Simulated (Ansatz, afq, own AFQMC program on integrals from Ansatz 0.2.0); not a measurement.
## SiH$_{2}$O, singlet: AFQMC among the cluster methods

```csv
atom,x (Å),y (Å),z (Å)
Si,0.0000,-0.1186,0.6062
O,0.0000,0.1621,-1.0273
H,0.0000,1.3666,0.9807
H,0.0000,-0.6354,-1.5633
```

Connectivity, by distances: SiH–OH.

Basis cc-pVDZ. Noble-gas cores (and the filled d shells of Ga–Kr and In–Xe) are frozen. AFQMC by an in-house program on the Cholesky factors that Ansatz 0.2.0 writes for its CCSD(T) run. ph-AFQMC/CISD is guided by a CISD state made of CCSD amplitudes; releasing the constraint for a short imaginary time cuts its bias at the price of noise, slowly where states lie close. Uncertainties: one standard error, sampling alone.

Determinant: UHF, the one that the program's search chose, which needn't be the lowest solution. The geometry is a PBE0/def2-TZVP stationary point of this or a neighbouring charge and spin state.

No full CI on the walks' own integrals is used here; CCSDTQ serves as the reference and is uncertain by about the last step of the cluster series.

Cautions: an unrestricted solution with more broken spin lies lower (6 meV, ⟨S²⟩ 0.11), while this determinant keeps restricted orbitals; the ph-AFQMC/HF walk drifts between its halves (2.0 errors).

- T1 diagnostic: 0.0181
- weight of the determinant in the CISD state: 0.878
- ⟨S²⟩ of the determinant: 0.000
- size of the correlated space: 12 electrons in 36 orbitals

Reference: CCSDTQ, correlation energy -8.360 eV. The released energy is read at 2.40 1/Eh (meV from the phaseless value at times in 1/Eh: -4 ± 5 at 0.24, -9 ± 5 at 0.51, -13 ± 4 at 0.99, -7 ± 5 at 1.62, -9 ± 6 at 2.40).

```tsv
level	E − E(reference) (kJ/mol)	share of correlation (%)
HF	806.6	0.00
MP2	84.9	89.47
CCSD	22.7	97.18
CCSD(T)	3.7	99.54
CCSDT	2.0	99.75
CCSDT(Q)	-0.2	100.03
ph-AFQMC/HF	-6.1 ± 2.7	100.76
ph-AFQMC/CISD	0.4 ± 0.5	99.95
released AFQMC	-0.5 ± 0.5	100.06
```

CCSDT and higher add their correlation energy to the determinant of the CCSD(T) run, since their own runs factorise the integrals more tightly (a shift of under 2 meV). A walk keeps the symmetry of its determinant, which the program's search chose and which needn't be the lowest solution, so a lower state of the same spin and another symmetry isn't excluded. Released energies are given only where the last usable release times agree within the noise; a slower fall can still hide under it.
